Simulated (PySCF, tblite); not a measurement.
# Complex of hydrogen fluoride and 2 × acetonitrile

A gas-phase complex of hydrogen fluoride and 2 × acetonitrile; neutral, singlet. The structure comes from a short search (6 tight-binding starts) and was relaxed by PBE0-D3(BJ)/def2-SVPD; another way of binding may lie lower. No frequency run checks that it is a minimum.

```csv
part,name,SMILES,atoms,charge,multiplicity
1,hydrogen fluoride,F,1–2,0,1
2,acetonitrile,CC#N,3–8,0,1
3,acetonitrile,CC#N,9–14,0,1
```

Coordinates in Å:
```
F1     -0.040    1.256   -0.591
H2     -0.915    1.307   -0.218
C3      1.218    2.394    2.229
C4      0.050    2.586    3.069
N5     -0.890    2.733    3.726
H6      0.910    2.049    1.231
H7      1.768    3.340    2.131
H8      1.881    1.642    2.677
C9     -3.886    2.044    2.645
C10    -3.019    1.736    1.529
N11    -2.302    1.493    0.659
H12    -4.584    2.845    2.369
H13    -4.456    1.151    2.936
H14    -3.253    2.374    3.482
```

Contacts between parts, classed by geometry: H2···N11 1.652 Å (hydrogen bond, 170°); H6···F1 2.202 Å (C–H hydrogen bond, 170°); H14···N5 2.403 Å (C–H hydrogen bond, 134°).

Interaction energies are complex less parts, with the parts frozen as they stand in it; counterpoise-corrected, in kcal/mol (PySCF).

Question: Give the interaction energy at each level run.

Answer: 
| level | interaction | superposition error removed |
| --- | --- | --- |
| wB97M-D3(BJ)/def2-SVPD | -18.55 | -2.45 |
| PBE0-D3(BJ)/def2-SVPD | -19.72 | -2.38 |

Question: What holds them together? Decompose the wB97M-D3(BJ)/def2-SVPD energy: frozen parts, their antisymmetrised product, then relaxation.

Answer: electrostatic -25.7, Pauli repulsion +24.7, orbital relaxation -17.3, dispersion correction -2.8 kcal/mol, which sum to the value before the counterpoise correction; the Pauli term holds the exchange-correlation of the frozen density too. Of the attraction, 56 % is electrostatic, 38 % is orbital relaxation, 6 % is dispersion correction.

Question: Are the pair energies additive?

Answer: The pairs sum to -16.42 kcal/mol (1–2 -1.6, 1–3 -9.3, 2–3 -5.5); the rest of -2.13 is a many-body strengthening.

The parts were also relaxed and run alone, at the levels used for the complex: shieldings by PBE0/pcSseg-1; core levels by delta-SCF with SCAN, pcX-2 on the ionised atom and pcseg-1 elsewhere, spin-free X2C.

Question: What does binding change?

Answer: 
| property | alone | in the complex | change |
| --- | --- | --- | --- |
| F1–H2 bond (Å) | 0.920 | 0.953 | +0.032 |
| shielding of H2 (ppm) | 29.25 | 24.13 | -5.12 |
| shielding of N11 (ppm) | -39.4 | 2.2 | +41.7 |
| shielding of H6 (ppm) | 29.50 | 27.93 | -1.58 |
| shielding of F1 (ppm) | 410.5 | 411.4 | +0.9 |
| F1 1s core level (eV) | 694.12 | 691.67 | -2.45 |
| C3 1s core level (eV) | 292.80 | 292.27 | -0.53 |
| N11 1s core level (eV) | 405.35 | 405.84 | +0.49 |

The core-hole state of N11 is spin-contaminated (⟨S²⟩ 0.81 against 0.75 for a pure doublet), so that value and differences from it are less sure.

Density functionals tend to overstate the lengthening and the red shift of so strongly bound an X–H bond.
